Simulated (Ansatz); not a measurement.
# bcc Ta

These are r²SCAN in Ansatz (plane waves, PAW) values and carry that method's errors.

Settings: plane-wave cutoff 500 eV, 2×2×2 k mesh, Fermi–Dirac smearing 0.1 eV, cell of 250 sites, scalar-relativistic PAW data made under PBE.

Cell: relaxed at this level.

- vacancy formation energy: 3.21 eV
- vacancy formation energy before relaxation: 3.69 eV

Measured, for comparison: vacancy formation energy 2.9 ± 0.4 eV (not corrected to a static lattice, monovacancy, our sources range from 2.65 to 3.00; as tabulated in Mehl and Papaconstantopoulos (1996), arXiv:mtrl-th/9602003). Computed (rounded) less measured: vacancy formation energy not scored (sources differ).

Note: energies are extrapolated to zero smearing, and mesh and cell size move such values by some hundredths of an eV or more.

Spin–orbit coupling is not included.

Ansatz is a quantum-chemistry and plane-wave program.
